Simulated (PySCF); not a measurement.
## Working with the constants of LiSi

UHF-CCSD(T) constants of LiSi, ⁴Σ⁻ (quartet), unpaired electrons σ ↑, π ↑↑ (PySCF, spin-free X2C with a Gaussian nucleus, basis sets Li x2c-SVPall, Si x2c-SVPall; masses 7.0160 and 27.9769 u):

- ωe: 451.1 cm⁻¹
- ωexe: 3.43 cm⁻¹
- Be: 0.53242 cm⁻¹
- αe: 0.00630 cm⁻¹
- De to Li + Si: 1.53 eV

Problem. What force constant and bond length do these constants imply?

Solution. Reduced mass μred = 5.6093 u; k = 5.8918×10⁻⁷·μred·ωe² (u, cm⁻¹, mdyn/Å) = 0.673 mdyn/Å; Re = √(16.8576/(μred·Be)) (u, cm⁻¹, Å) = 2.376 Å.

Problem. Estimate the centrifugal constant D from the Kratzer relation and find the Dunham coefficient a1.

Solution. D = 4Be³/ωe² = 2.97e-06 cm⁻¹; a1 = −1 − αeωe/(6Be²) = -2.67.

Correlated steps freeze 5 core orbitals. Correlated levels converge slowly with the basis: in double zeta they bind strong bonds too weakly, by up to about 1 eV, and carry superposition errors of some tenths. The state is the lowest determinant that a PBE0 search found; another state may lie lower at other levels.
